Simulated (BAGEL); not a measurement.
# UHF/6-31G(d) (density fitting with qzvpp-jkfit, spherical functions) run of BHSCl (SMILES S[B]Cl)

Aim: the vertical doublet–quartet gap of BHSCl at UHF/6-31G* (density fitting with qzvpp-jkfit, spherical functions), from 2 runs. 

Program for the calculation: BAGEL 1.2.2.

### 1 The system as given

BHSCl: 4 atoms, total charge 0, spin state doublet. SMILES: `S[B]Cl`. The shape is that of a PBE0-D4/def2-TZVP optimisation.

Bond lengths: S1–B2 1.766 Å, B2–Cl3 1.722 Å, S1–H4 1.344 Å. Angles: S1–B2–Cl3 124.8°, B2–S1–H4 96.3°.

### 2 The energy at UHF/6-31G(d) (density fitting with qzvpp-jkfit, spherical functions)

calc.json

```json
{ "bagel" : [

{
  "title" : "molecule",
  "basis" : "6-31gs.json",
  "df_basis" : "qzvpp-jkfit",
  "angstrom" : "true",
  "geometry" : [
    { "atom" : "S", "xyz" : [       0.566400,      -0.789100,       0.531400 ] },
    { "atom" : "B", "xyz" : [      -0.299600,       0.475700,      -0.345800 ] },
    { "atom" : "Cl", "xyz" : [      -2.014100,       0.616000,      -0.427300 ] },
    { "atom" : "H", "xyz" : [       1.802900,      -0.362900,       0.221400 ] }
  ]
},

{
  "title" : "uhf",
  "nopen" : 1
},

{
  "title" : "print",
  "file" : "orbitals.molden",
  "orbitals" : "true"
}

]}
```

The basis set 6-31G* is read from a file made from the Basis Set Exchange's data (not shown).

Run with:

```sh
$ BAGEL_NUM_THREADS=1 BAGEL calc.json > calc.out
```

The program printed:

```text
* using 1 threads per process

  ===============================================================
  ===============================================================

  *** Geometry ***

  { "atom" : "S", "xyz" : [      1.070341,     -1.491183,      1.004200 ] },
  { "atom" : "B", "xyz" : [     -0.566162,      0.898943,     -0.653467 ] },
  { "atom" : "Cl", "xyz" : [     -3.806097,      1.164071,     -0.807480 ] },
  { "atom" : "H", "xyz" : [      3.406987,     -0.685782,      0.418385 ] },

  Number of auxiliary basis functions:      349

  Since a DF basis is specified, we compute 2- and 3-index integrals:
    o Being stored without compression. Storage requirement is 0.008 GB

  Number of basis functions:       52
  Number of electrons      :       39

    * METHOD: MOLECULE                             0.10

  *** Open-shell HF ***

  === Nuclear Repulsion ===
   106.3450801965

      * DIIS with orbital gradients will be used.

  === UHF iteration (6-31gs.json) ===
      0       -882.19931577          0.01906060           0.04
      1       -882.25072177          0.00718895           0.04
      2       -882.26010911          0.00324081           0.04
      3       -882.26223937          0.00152172           0.04
      4       -882.26309513          0.00033400           0.04
      5       -882.26318887          0.00013630           0.04
      6       -882.26322518          0.00003897           0.04
      7       -882.26323202          0.00001907           0.04
      8       -882.26323486          0.00000642           0.04
      9       -882.26323521          0.00000240           0.04
     10       -882.26323526          0.00000110           0.04
     11       -882.26323527          0.00000045           0.04
     12       -882.26323528          0.00000024           0.04
     13       -882.26323528          0.00000011           0.04
     14       -882.26323528          0.00000006           0.04
     15       -882.26323528          0.00000003           0.04
     16       -882.26323528          0.00000001           0.04
     17       -882.26323528          0.00000000           0.04
    * SCF iteration converged.

    * S^2 (UHF) is 0.7561

    * Permanent dipole moment:
           (   -0.609793,    -0.054098,     0.043724) a.u.

    * METHOD: UHF                                  0.77

    * METHOD: PRINT                                0.01

  ===============================================================
```

Run time: 1 s. Hardware: 1 thread of Arm Neoverse V1, shared host.

### 3 The quartet

hf.json

```json
{ "bagel": [

{
  "title": "molecule",
  "basis": "6-31gs.json",
  "df_basis": "qzvpp-jkfit",
  "angstrom": true,
  "geometry": [
    { "atom": "S", "xyz": [    0.566400,   -0.789100,    0.531400 ] },
    { "atom": "B", "xyz": [   -0.299600,    0.475700,   -0.345800 ] },
    { "atom": "Cl", "xyz": [   -2.014100,    0.616000,   -0.427300 ] },
    { "atom": "H", "xyz": [    1.802900,   -0.362900,    0.221400 ] }
  ]
},
{ "title": "uhf", "nopen": 3 },
{ "title": "print", "file": "orbitals.molden", "orbitals": true }

]}
```

The basis set 6-31G* is read from a file made from the Basis Set Exchange's data (not shown).

Run with:

```sh
$ BAGEL_NUM_THREADS=1 BAGEL hf.json > hf.out
```

The program printed:

```text
* using 1 threads per process

  ===============================================================
  ===============================================================

  *** Geometry ***

  { "atom" : "S", "xyz" : [      1.070341,     -1.491183,      1.004200 ] },
  { "atom" : "B", "xyz" : [     -0.566162,      0.898943,     -0.653467 ] },
  { "atom" : "Cl", "xyz" : [     -3.806097,      1.164071,     -0.807480 ] },
  { "atom" : "H", "xyz" : [      3.406987,     -0.685782,      0.418385 ] },

  Number of auxiliary basis functions:      349

  Since a DF basis is specified, we compute 2- and 3-index integrals:
    o Being stored without compression. Storage requirement is 0.008 GB

  Number of basis functions:       52
  Number of electrons      :       39

    * METHOD: MOLECULE                             0.10

  *** Open-shell HF ***

  === Nuclear Repulsion ===
   106.3450801965

      * DIIS with orbital gradients will be used.

  === UHF iteration (6-31gs.json) ===
      0       -881.98431318          0.02611686           0.04
      1       -882.07756836          0.00927337           0.04
      2       -882.09300847          0.00365198           0.03
      3       -882.09609913          0.00167037           0.04
      4       -882.09735288          0.00036054           0.04
      5       -882.09746096          0.00013207           0.04
      6       -882.09748398          0.00003681           0.04
      7       -882.09748668          0.00001483           0.04
      8       -882.09748741          0.00000485           0.04
      9       -882.09748753          0.00000255           0.04
     10       -882.09748756          0.00000139           0.04
     11       -882.09748757          0.00000050           0.04
     12       -882.09748758          0.00000025           0.04
     13       -882.09748758          0.00000010           0.04
     14       -882.09748758          0.00000005           0.04
     15       -882.09748758          0.00000002           0.04
     16       -882.09748758          0.00000001           0.04
     17       -882.09748758          0.00000001           0.04
    * SCF iteration converged.

    * S^2 (UHF) is 3.7686

    * Permanent dipole moment:
           (   -1.765119,     1.122804,    -0.769177) a.u.

    * METHOD: UHF                                  0.74

    * METHOD: PRINT                                0.01

  ===============================================================
```

Run time: 0.97 s. Hardware: 1 thread of Arm Neoverse V1, shared host.

### 4 What came out

Level: UHF/6-31G* (density fitting with qzvpp-jkfit, spherical functions).

```
                                        quantity          value
                           doublet: total energy  -882.26324 Eh
                          doublet: dipole moment         1.56 D
                                   doublet: ⟨S²⟩          0.756
                           quartet: total energy  -882.09749 Eh
                          quartet: dipole moment         5.67 D
                                   quartet: ⟨S²⟩          3.769
vertical energy of the quartet above the doublet       4.510 eV
```

**Reading.** At this shape the quartet lies 4.51 eV (435 kJ/mol) above the doublet.
